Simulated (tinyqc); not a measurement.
Inside a calculation. Method: extended Hueckel theory, for CH4-. The parameters take no account of the charge, which enters only through the electron count, and nothing here shows that the anion is bound. One step of it, computed by the program tinyqc.

Task: Wolfsberg-Helmholz matrix. H_ij = K' S_ij (H_ii + H_jj)/2 for i != j (the diagonal keeps H_ii), with K' = 1.75.

overlap S:
```
           1C 2s     1C 2px     1C 2py     1C 2pz     2H 1s      3H 1s      4H 1s      5H 1s
1C 2s   1.000000   0.000000   0.000000   0.000000  0.506328   0.506328   0.506328   0.506328
1C 2px  0.000000   1.000000   0.000000   0.000000  0.288544   0.288544  -0.288544  -0.288544
1C 2py  0.000000   0.000000   1.000000   0.000000  0.288544  -0.288544   0.288544  -0.288544
1C 2pz  0.000000   0.000000   0.000000   1.000000  0.288544  -0.288544  -0.288544   0.288544
2H 1s   0.506328   0.288544   0.288544   0.288544  1.000000   0.158314   0.158314   0.158314
3H 1s   0.506328   0.288544  -0.288544  -0.288544  0.158314   1.000000   0.158314   0.158314
4H 1s   0.506328  -0.288544   0.288544  -0.288544  0.158314   0.158314   1.000000   0.158314
5H 1s   0.506328  -0.288544  -0.288544   0.288544  0.158314   0.158314   0.158314   1.000000
```

diagonal H_ii (eV): 1C 2s -21.400000, 1C 2px -11.400000, 1C 2py -11.400000, 1C 2pz -11.400000, 2H 1s -13.600000, 3H 1s -13.600000, 4H 1s -13.600000, 5H 1s -13.600000

K = 1.750000

Give: H.

Result:

H (eV):
```
           1C 2s    1C 2px    1C 2py    1C 2pz     2H 1s     3H 1s     4H 1s     5H 1s
1C 2s   -21.4000    0.0000    0.0000    0.0000  -15.5063  -15.5063  -15.5063  -15.5063
1C 2px    0.0000  -11.4000    0.0000    0.0000   -6.3119   -6.3119    6.3119    6.3119
1C 2py    0.0000    0.0000  -11.4000    0.0000   -6.3119    6.3119   -6.3119    6.3119
1C 2pz    0.0000    0.0000    0.0000  -11.4000   -6.3119    6.3119    6.3119   -6.3119
2H 1s   -15.5063   -6.3119   -6.3119   -6.3119  -13.6000   -3.7679   -3.7679   -3.7679
3H 1s   -15.5063   -6.3119    6.3119    6.3119   -3.7679  -13.6000   -3.7679   -3.7679
4H 1s   -15.5063    6.3119   -6.3119    6.3119   -3.7679   -3.7679  -13.6000   -3.7679
5H 1s   -15.5063    6.3119    6.3119   -6.3119   -3.7679   -3.7679   -3.7679  -13.6000
```
